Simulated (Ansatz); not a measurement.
Predict the output of the script below (the Ansatz DFT code, driven from Python).

`ch3alo.xyz`
```text
6

C    -0.41799    0.50419   -0.31872
Al    0.72762   -0.87886    0.55535
O     1.62646   -1.96344    1.24287
H     0.05068    1.49358   -0.27420
H    -1.39650    0.57875    0.16861
H    -0.59026    0.26579   -1.37391
```

`methods_ch3alo.py`:
```python
# -*- coding: utf-8 -*-
"""One geometry of CH3AlO, method by method."""

from pathlib import Path

import ansatz as az
import numpy as np

geometry = az.Crystal.molecule_from_extxyz("ch3alo.xyz")

model = geometry.calculation().basis(gaussian="def2-SVP")

print("functional    E (Ha)        dipole (D)   HOMO (eV)  LUMO (eV)")
for name in ["hse06", "pbe0", "blyp", "r2scan", "pbe", "revpbe"]:
    summary = model.functional(name).forces().orbitals().run(threads=1, runs_dir="runs").report
    lines = Path(summary["orbitals_path"]).read_text().splitlines()
    field_of = lambda key: [line.split("=")[1].strip() for line in lines if line.startswith(key)]
    orbitals = [(27.211386 * float(e), s, float(n)) for e, s, n in zip(field_of("Ene="), field_of("Spin="), field_of("Occup="))]
    homo = max(e for e, _, n in orbitals if n > 0.5)
    lumo = min(e for e, _, n in orbitals if n < 0.5)
    dipole = 4.803205 * np.linalg.norm(summary["charge_distribution"]["dipole_moment_e_ang"])
    print(f"{name:10s} {summary['free_energy_ev'] / 27.211386246:14.6f} {dipole:9.3f} {homo:11.3f} {lumo:10.3f}")
```

Output of `python methods_ch3alo.py`:
```text
functional    E (Ha)        dipole (D)   HOMO (eV)  LUMO (eV)
hse06         -357.127674     5.112      -6.888     -1.777
pbe0          -357.139135     5.119      -7.291     -1.406
blyp          -357.362641     4.624      -5.834     -2.132
r2scan        -357.297902     4.946      -6.218     -1.925
pbe           -357.118763     4.689      -5.981     -2.203
revpbe        -357.303963     4.667      -5.915     -2.119
```

Notes:
- Total energies depend on the basis set; only differences at equal settings carry meaning.
- The geometry is a force-field or estimated start, not a minimum of this method, and the basis set is short of its limit. A lower total doesn't mark the better method: functionals have no common bound, and MP2 and coupled cluster aren't variational.
- Levels such as HOMO and LUMO are orbital energies: with these approximate functionals they aren't the ionisation energy and electron affinity, and their gap isn't the fundamental gap.
- hse06 follows the composition of plane-wave codes, whose totals differ by tens of mHa, up to about 0.1 Ha, from the form usual in Gaussian-basis programs (wpbeh).
- Finished in 9.1 s on 1 thread of Arm Neoverse V1 (shared host), peak memory 0.18 GiB.
